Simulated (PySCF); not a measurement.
hydrogen fluoride (FH), SMILES F. Geometry optimised at B3LYP-D3(BJ)/def2-TZVPD.

TDA-LC-ωPBE/def2-TZVPD run with PySCF 2.14.0 puts the lowest singlet excitations at 10.16, 10.16, 13.06, 13.07, 13.07, 13.10 eV.

Task: What are the lowest excitation roots from ADC(2)/aug-cc-pVDZ (PySCF 2.14.0)? (The exact figures need the calculation; the answer reports its results.)

Result: 9.56, 9.56, 13.27, 13.27, 13.83, 14.42 eV. S1 differs by -0.60 eV (second minus first; roots are paired by order, and the bases may differ).
